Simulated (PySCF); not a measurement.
## Identify the compound

Molecular formula: C3H3NO. Simulated spectra:

$^{1}$H NMR (400 MHz, computed): δ 5.18 (br, 1H), 4.64 (br, 1H), 2.13 (s, 1H).

$^{13}$C{$^{1}$H} NMR (computed): δ 153.4 (C), 81.0 (C), 80.2 (CH).

Theory: coordinates at the GFN2-xTB level, NMR shieldings at PBE0/pcSseg-1/GIAO, couplings computed with B3LYP/pcJ-1, in PySCF 2.14.0 with density-fitted response routines (relativity neglected, single conformer, in vacuum).

References, each an isolated molecule treated in the same way: TMS for $^{1}$H (31.72 ppm), $^{13}$C (186.93 ppm).

Problem. Deduce the structure.

Solution. 
Rings plus π bonds: 3 (no ring in the answer). 3 carbon signals for 3 carbons: no two carbons are equivalent. Carbon types of the structure: 2 × C, 1 × CH, leaving 2 H on heteroatoms. δC 153.4: amide carbonyl carbon; it is a carbonyl in resonance with an O or N lone pair, the region of acids, esters and amides. δC 81.0: alkyne carbon; the triple bond shields along its axis, which puts it between sp3 and sp2 carbons. δC 80.2: terminal alkyne carbon; the triple bond shields along its axis, which puts it between sp3 and sp2 carbons. δH 5.18, 4.64: hydrogen on an amide-type nitrogen; exchangeable; this is the value without hydrogen bonding to other molecules. δH 2.13: hydrogen on a terminal alkyne carbon; it lies on the axis of the triple bond, in its shielding cone.

These data were computed for propiolamide (NC(C#C)=O).

The shifts were computed for this structure.

OH/NH shifts are gas-phase values; hydrogen bonding in solution moves them, usually downfield. The two substituents on the amide-type nitrogen aren't averaged: C–N rotation is slow on the NMR time scale. Shifts are as computed. Against solution values, carbons near 30 ppm lie about +3 ppm off and those near 130 ppm about +5 ppm. Of 1211 compounds with measured shifts, 218 miss one by over three times the rms of a fit or turn the order of signals round; such compounds aren't used in these exercises. The C=O carbon of an acid or of an amide with N–H lies up to 10 ppm further downfield in solution, through hydrogen bonding that the calculation lacks.
